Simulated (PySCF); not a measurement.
## Atomization energy of N2O, singlet, from cheap to dear

Geometry (MP2(full)/6-31G*, from the G2/97 set):

```tsv
atom	x (Å)	y (Å)	z (Å)
N	0.0000	0.0000	-1.1781
N	0.0000	0.0000	-0.0070
O	0.0000	0.0000	1.1851
```

Measured, as an electronic atomization energy: 270.6 kcal/mol (G2/97 heats of formation of molecule and atoms, with zero-point and thermal terms from B3LYP taken off; Curtiss et al., J. Chem. Phys. 106, 1063 (1997), Staroverov et al., J. Chem. Phys. 119, 12129 (2003)). The measured value holds scalar relativity and spin–orbit coupling, which all computed ones lack, and core correlation, which the wave-function levels lack. Atoms are taken at the same level; beside RHF, RMP2 and RCC rows they are unrestricted. PySCF 2.14.0; the 6-31G* set has Cartesian d functions; a miss is computed less measured; times are wall times on shared hosts and scatter by a factor of two or so; they hold the correlated step alone (with one SCF for RCCSD(T)), and functionals start from a converged Hartree–Fock density. B3LYP has the VWN-RPA form, and B2PLYP's MP2 part freezes the cores. A small miss in a small set is a cancellation of the method's error against the basis error.

| level | basis | miss (kcal/mol) | time of the run | hardware |
| --- | --- | --- | --- | --- |
| RHF | STO-3G | -299.4 | – | – |
| RMP2 | STO-3G | -136.2 | – | – |
| RCCSDT(Q) | STO-3G | -135.6 | 1.6 s | 1 CPU thread |
| RHF | 6-31G | -273.1 | – | – |
| UHF | 6-31G | -267.6 | – | – |
| RMP2 | 6-31G | -79.5 | – | – |
| RCCSD(T) | 6-31G | -101.6 | 0.4 s | 1 CPU thread |
| UCCSD(T) | 6-31G | -103.6 | 0.99 s | 1 CPU thread |
| RCCSDT(Q) | 6-31G | -99.6 | 25 s | 1 CPU thread |
| r2SCAN | 6-31G | -51.2 | 4.4 s | 1 CPU thread |
| B3LYP | 6-31G | -51.2 | 3 s | 1 CPU thread |
| B2PLYP | 6-31G | -63.0 | 2.9 s | 1 CPU thread |
| RHF | cc-pVDZ | -202.9 | 1.1 s | 1 CPU thread |
| UHF | cc-pVDZ | -201.5 | 1.1 s | 1 CPU thread |
| RMP2 | cc-pVDZ | -14.8 | – | – |
| RCCSD(T) | cc-pVDZ | -40.9 | 1.2 s | 1 CPU thread |
| UCCSD(T) | cc-pVDZ | -42.0 | 5.6 s | 1 CPU thread |
| PBE | cc-pVDZ | 37.5 | 3.8 s | 1 CPU thread |
| r2SCAN | cc-pVDZ | -1.7 | 7.9 s | 1 CPU thread |
| B3LYP | cc-pVDZ | -1.4 | 4.3 s | 1 CPU thread |
| wB97M-V | cc-pVDZ | -5.3 | 19 s | 1 CPU thread |
| B2PLYP | cc-pVDZ | -8.2 | 4.4 s | 1 CPU thread |
| RMP2 | 6-31G* | -13.2 | – | – |
| RCCSDT(Q) | 6-31G* | -38.6 | 6.9 min | 1 CPU thread |
| PBE | 6-31G* | 36.6 | 3.8 s | 1 CPU thread |
| r2SCAN | 6-31G* | -2.2 | 8.3 s | 1 CPU thread |
| B3LYP | 6-31G* | -2.1 | 4.2 s | 1 CPU thread |
| wB97M-V | 6-31G* | -6.1 | 20 s | 1 CPU thread |
| B2PLYP | 6-31G* | -8.1 | 4.5 s | 1 CPU thread |
| RHF | cc-pVTZ | -194.5 | 13 s | 1 CPU thread |
| RMP2 | cc-pVTZ | 8.6 | – | – |
| UMP2 | cc-pVTZ | -12.3 | – | – |
| UCCSD(T) | cc-pVTZ | -20.0 | 2.3 min | 1 CPU thread |
| PBE | cc-pVTZ | 39.7 | 9.4 s | 1 CPU thread |
| r2SCAN | cc-pVTZ | 2.6 | 24 s | 1 CPU thread |
| B3LYP | cc-pVTZ | 2.2 | 12 s | 1 CPU thread |
| wB97M-V | cc-pVTZ | -2.5 | 42 s | 1 CPU thread |
| RHF | cc-pVQZ | -193.6 | – | – |
| UHF | cc-pVQZ | -192.2 | – | – |
| RCCSD(T) | cc-pVQZ | -10.2 | 5 min | 1 CPU thread |

HF's time is that of a plain UHF run. A dash: the level came out of a higher level's run.

A composite of the best parts (restricted reference, at this geometry, which isn't the minimum of the high levels):

| part | kcal/mol |
| --- | --- |
| Hartree–Fock limit (T, Q; exp(−5.46 √X)) | 77.27 |
| CCSD(T) correlation limit (T, Q; X⁻³) | 189.13 |
| CCSDT − CCSD(T) (DZ) | -0.62 |
| (Q) (DZ) | 2.56 |
| sum | 268.3 |
| sum less measured | -2.2 |
